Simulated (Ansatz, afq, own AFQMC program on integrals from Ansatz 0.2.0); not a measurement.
**Fe⁺, quartet in def2-SVP, levels against full CI**

A free Fe cation.

Basis def2-SVP. Noble-gas cores (and the filled d shells of Ga–Kr and In–Xe) are frozen. AFQMC by an in-house program on the Cholesky factors that Ansatz 0.2.0 writes for its CCSD(T) run. ph-AFQMC/CISD is guided by a CISD state made of CCSD amplitudes; releasing the constraint for a short imaginary time cuts its bias at the price of noise, slowly where states lie close. ± is one standard error of the sampling. The metal's outer-core s and p shells are frozen, which shifts wave-function levels against functionals.

Determinant: ROHF, the one that the program's search chose, which needn't be the lowest solution.

Full CI on the same integrals is exact in this basis and with this determinant's frozen core.

Cautions: no relativity below Rb; outer-core shells of the metal frozen; another spin lies lower (by 851 meV); a spin-contaminated unrestricted determinant lies lower (UHF 1.28 eV lower, ⟨S²⟩ 4.75); the released energies move by 1.5 errors or more from one time to the next, so no released level is given (meV from the phaseless value at times in 1/Eh: -23 ± 4 at 0.60, -22 ± 3 at 1.20, -11 ± 3 at 2.00, 7 ± 7 at 3.00, 0 ± 10 at 4.20), though the last usable value meets full CI within the noise; CCSDTQ on the UHF determinant differs (98 meV higher), by its state or its frozen core.

- T1 diagnostic: 0.0101
- weight of the determinant in the CISD state: 0.970
- size of the correlated space: 7 electrons in 22 orbitals

Reference: full CI, correlation energy -3.584 eV.

```json
{"level": "HF", "E − E(reference) (mEh)": "131.72", "share of correlation (%)": "0.00"}
{"level": "MP2", "E − E(reference) (mEh)": "2.49", "share of correlation (%)": "98.11"}
{"level": "CCSD", "E − E(reference) (mEh)": "2.50", "share of correlation (%)": "98.11"}
{"level": "CCSD(T)", "E − E(reference) (mEh)": "0.08", "share of correlation (%)": "99.94"}
{"level": "CCSDT", "E − E(reference) (mEh)": "-0.07", "share of correlation (%)": "100.05"}
{"level": "CCSDT(Q)", "E − E(reference) (mEh)": "0.04", "share of correlation (%)": "99.97"}
{"level": "CCSDTQ", "E − E(reference) (mEh)": "0.00", "share of correlation (%)": "100.00"}
{"level": "ph-AFQMC/CISD", "E − E(reference) (mEh)": "-0.49 ± 0.08", "share of correlation (%)": "100.37"}
```

CCSDT and higher add their correlation energy to the determinant of the CCSD(T) run, since their own runs factorise the integrals more tightly (a shift of under 2 meV). A walk keeps the symmetry of its determinant, which the program's search chose and which needn't be the lowest solution, so a lower state of the same spin and another symmetry isn't excluded.
